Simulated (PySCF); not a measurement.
C₅H₁₀.
SMILES with atom numbers: `[CH3:1][CH2:2][CH:3]1[CH2:4][CH2:5]1` (hydrogens: H6, H7, H8 on C1; H9, H10 on C2; H11 on C3; H12, H13 on C4; H14, H15 on C5)

The same species was optimised twice, with GFN2-xTB and with PBE0-D3(BJ)/def2-SVP (PySCF), and the same property calculations (PySCF, gas phase) were run on both structures.

| coordinate | GFN2-xTB | PBE0-D3(BJ)/def2-SVP | change |
| --- | --- | --- | --- |
| C5–H14 (Å) | 1.080 | 1.094 | +0.014 |
| C4–H12 (Å) | 1.080 | 1.094 | +0.014 |
| C1–H8 (Å) | 1.088 | 1.102 | +0.014 |
| C5–H15 (Å) | 1.079 | 1.093 | +0.014 |
| C1–H7 (Å) | 1.088 | 1.101 | +0.013 |
| C4–H13 (Å) | 1.080 | 1.093 | +0.013 |
| C1–H6 (Å) | 1.088 | 1.101 | +0.013 |
| C3–H11 (Å) | 1.084 | 1.097 | +0.013 |
| C2–H10 (Å) | 1.092 | 1.104 | +0.012 |
| C2–H9 (Å) | 1.094 | 1.104 | +0.010 |
| C1–C2 (Å) | 1.526 | 1.521 | -0.005 |
| C3–C4 (Å) | 1.499 | 1.501 | +0.002 |
| C4–C5 (Å) | 1.499 | 1.502 | +0.003 |
| C2–C3 (Å) | 1.511 | 1.508 | -0.003 |
| C3–C5 (Å) | 1.498 | 1.499 | +0.001 |
| H9–C2–H10 (°) | 107.7 | 105.8 | -1.9 |
| C1–C2–C3 (°) | 111.4 | 113.1 | +1.7 |
| C4–C3–H11 (°) | 116.6 | 115.6 | -1.0 |
| H7–C1–H8 (°) | 108.3 | 107.3 | -1.0 |
| C2–C1–H6 (°) | 110.7 | 111.7 | +1.0 |
| C5–C3–H11 (°) | 116.7 | 115.8 | -0.9 |
| H6–C1–H8 (°) | 108.4 | 107.5 | -0.9 |
| C2–C1–H7 (°) | 110.3 | 111.1 | +0.8 |
| C1–C2–C3–C4 (°) | -84 | -82 | +2 |

Rotational constants: A = 11942, B = 3153, C = 2839 MHz (GFN2-xTB) against A = 11889, B = 3124, C = 2814 MHz (PBE0-D3(BJ)/def2-SVP). Point groups within 0.08 Å: C1 and C1. Atoms that the bonding makes alike are paired by their places after alignment.

On the GFN2-xTB structure: HOMO (eV) -7.92 [PBE0/pcSseg-1]; LUMO (eV) 1.71 [PBE0/pcSseg-1]; dipole (D) 0.11 [PBE0/pcSseg-1]; GIAO shielding of C1 (ppm) 170.4 [PBE0/pcSseg-1]; GIAO shielding of C2 (ppm) 154.4 [PBE0/pcSseg-1]; GIAO shielding of C3 (ppm) 170.9 [PBE0/pcSseg-1]; GIAO shielding of C4/C5 (mean) (ppm) 180.6 [PBE0/pcSseg-1].

What do these properties become on the PBE0-D3(BJ)/def2-SVP structure?

| property | level | on GFN2-xTB | on PBE0-D3(BJ)/def2-SVP | change |
| --- | --- | --- | --- | --- |
| HOMO (eV) | PBE0/pcSseg-1 | -7.92 | -7.93 | -0.01 |
| LUMO (eV) | PBE0/pcSseg-1 | 1.71 | 1.66 | -0.05 |
| dipole (D) | PBE0/pcSseg-1 | 0.11 | 0.12 | +0.01 |
| energy, GFN2-xTB geometry as zero (kcal/mol) | PBE0/pcSseg-1 | 0.0 | -0.4 | -0.4 |
| GIAO shielding of C1 (ppm) | PBE0/pcSseg-1 | 170.4 | 168.7 | -1.7 |
| GIAO shielding of C2 (ppm) | PBE0/pcSseg-1 | 154.4 | 153.0 | -1.4 |
| GIAO shielding of C3 (ppm) | PBE0/pcSseg-1 | 170.9 | 170.3 | -0.6 |
| GIAO shielding of C4/C5 (mean) (ppm) | PBE0/pcSseg-1 | 180.6 | 178.3 | -2.3 |

The heavy atoms differ by 0.013 Å rms after alignment. Among all bonds C1–H6, C1–H7, C1–H8, C3–H11, C4–H12, C4–H13, C5–H14 and C5–H15 change most and about equally (+0.013 to +0.014 Å). Changes are differences of the printed values. Neither structure is proved a minimum here.

Conformer computed: `[CH3:1][CH2:2][CH:3]1[CH2:4][CH2:5]1`: C1–C2–C3–C4 -82°.
